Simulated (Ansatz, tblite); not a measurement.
# B3H9: rung by rung

How do method and basis change the picture of B3H9 (singlet)?

Computed with Ansatz 0.2.0, Gaussian basis. Level: as each input shows.

The runs, in order: GFN1-xTB, GFN2-xTB, PBE-D4/def2-TZVP, r2SCAN-D4/def2-TZVP, PBE-QIDH/def2-TZVP, revPBE-D4/def2-TZVP, BHLYP-D4/def2-TZVP, BLYP-D4/def2-TZVP, HF/def2-TZVP, r2SCANh-D4/def2-TZVP, HSE06-D4/def2-TZVP, PBE-D4/def2-SVP, PBE0-D4/def2-SVP, HF/STO-3G, HF/6-31G, B3LYP-D4/6-31G, PBE0-D4/def2-TZVPD, PBE-D4/def2-TZVPD, r2SCAN-D4/def2-TZVPD, CCSD(T)/def2-TZVPP, MP2/def2-TZVP, RPA/def2-TZVP, CCSD(T)/def2-TZVPD.

2 further runs of the same task are left out: 2 that didn't finish. Runs told in other sessions of the task aren't counted.

## 1. The relaxed structure

The geometry is that of the singlet, from an earlier relaxation (PBE-D4/def2-TZVP).

12 atoms, charge 0, spin multiplicity 1.

Bond lengths: B1–H2 1.191 Å, B1–H3 1.212 Å, B1–H4 1.315 Å, B1–B5 1.915 Å, B1–B9 1.918 Å, B1–H12 1.315 Å, H4–B5 1.316 Å, B5–H6 1.212 Å, B5–H7 1.191 Å, B5–H8 1.315 Å, B5–B9 1.918 Å, H8–B9 1.315 Å, B9–H10 1.191 Å, B9–H11 1.212 Å, B9–H12 1.315 Å. Angles: H2–B1–H3 116.0°, H2–B1–H4 119.6°, H2–B1–B5 108.1°, H2–B1–B9 108.4°, H2–B1–H12 119.4°, H3–B1–H4 87.1°, H3–B1–B5 126.1°, H3–B1–B9 125.9°, H3–B1–H12 87.1°, H4–B1–B5 43.3°, H4–B1–B9 96.9°, H4–B1–H12 116.6°, B5–B1–B9 60.1°, B5–B1–H12 97.2°, B9–B1–H12 43.2°, B1–H4–B5 93.4°, B1–B5–H4 43.3°, B1–B5–H6 126.1° and more.

PBE0-D4/def2-TZVP was run before; its log isn't repeated, and its numbers join the tables.

## 2. GFN1-xTB

Tight binding, by tblite at 300 K electronic temperature and without a spin-polarisation term:

```python
tblite.interface.Calculator('GFN1-xTB', numbers, positions, charge=0, uhf=0).singlepoint()
```

Energy -241.1677 eV, HOMO -12.14 eV, LUMO -3.51 eV; 0.022 s.

## 3. GFN2-xTB

Tight binding, by tblite at 300 K electronic temperature and without a spin-polarisation term:

```python
tblite.interface.Calculator('GFN2-xTB', numbers, positions, charge=0, uhf=0).singlepoint()
```

Energy -223.8910 eV, HOMO -10.82 eV, LUMO -2.54 eV; 0.004 s.

## 4. PBE-D4/def2-TZVP

start.molden holds the orbitals of an earlier run on this state, given as this run's starting guess.

Input file in.yaml:

```yaml
crystal:
  periodic: [false, false, false]
  atoms:
    - {symbol: B, position_ang: [0.112440, 0.772773, -0.786817]}
    - {symbol: H, position_ang: [1.090355, 1.445896, -0.695463]}
    - {symbol: H, position_ang: [-0.620192, 1.023329, -1.719734]}
    - {symbol: H, position_ang: [-0.915787, 1.012483, -0.002228]}
    - {symbol: B, position_ang: [-0.437026, 0.279626, 0.979765]}
    - {symbol: H, position_ang: [-1.580082, 0.160627, 1.365849]}
    - {symbol: H, position_ang: [0.328133, 0.763284, 1.753313]}
    - {symbol: H, position_ang: [-0.431971, -1.022559, 0.798028]}
    - {symbol: B, position_ang: [0.516112, -0.976679, -0.112344]}
    - {symbol: H, position_ang: [1.654668, -0.993920, 0.235876]}
    - {symbol: H, position_ang: [0.073358, -2.020839, -0.540903]}
    - {symbol: H, position_ang: [0.209994, -0.444011, -1.275331]}
basis:
  gaussian: {orbitals: def2-TZVP, initial_orbitals: start.molden}
hamiltonian: {xc: pbe, dispersion: d4}
scf: {omitted_lower_state_checks: [starts]}
output: {forces: true, orbitals: {seedname: orbitals}}
```

Launch:

```
$ ansatz run in.yaml --threads 4 --pin off --events-out ev --progress --plain --max-ram 3916MiB
```

Further steps of the session: r2SCAN-D4/def2-TZVP; PBE-QIDH/def2-TZVP; revPBE-D4/def2-TZVP; BHLYP-D4/def2-TZVP; BLYP-D4/def2-TZVP; HF/def2-TZVP; r2SCANh-D4/def2-TZVP; HSE06-D4/def2-TZVP; PBE-D4/def2-SVP; PBE0-D4/def2-SVP; HF/STO-3G; HF/6-31G; B3LYP-D4/6-31G; PBE0-D4/def2-TZVPD; PBE-D4/def2-TZVPD; r2SCAN-D4/def2-TZVPD; CCSD(T)/def2-TZVPP; MP2/def2-TZVP; RPA/def2-TZVP; CCSD(T)/def2-TZVPD.

Before running them: what should the planned runs give, taken together? Wanted: gap in def2-TZVP, named functionals and Hartree-Fock, smallest and largest; correlation energy, CCSD(T)/def2-TZVPP; correlation energy, MP2/def2-TZVP; correlation energy, CCSD(T)/def2-TZVPD; binding an atom, CCSD(T)/def2-TZVPP; PBE0 total energy, smallest basis above largest.

As calculated:

```
                                                                  quantity                             value
gap in def2-TZVP, named functionals and Hartree-Fock, smallest and largest  7.42 eV (BLYP-D4), 15.91 eV (HF)
                                    correlation energy, CCSD(T)/def2-TZVPP                         -13.35 eV
                                         correlation energy, MP2/def2-TZVP                         -10.94 eV
                                    correlation energy, CCSD(T)/def2-TZVPD                         -12.93 eV
                                       binding an atom, CCSD(T)/def2-TZVPP                          3.183 eV
                           PBE0 total energy, smallest basis above largest    2.32 eV (def2-SVP, def2-TZVPD)
```

What this shows: Over the named functionals and Hartree-Fock in def2-TZVP the gap runs from 7.42 eV (BLYP-D4) to 15.91 eV (HF); exact exchange widens it. A small miss in a minimal or small basis is a cancelling of errors, not accuracy. The functionals in def2-TZVP miss CCSD(T)/def2-TZVPP by +0.040 (BHLYP-D4) to +0.121 eV (r2SCAN-D4) an atom. CCSD(T)/def2-TZVPP isn't at the basis-set limit; small misses against it rank nothing.
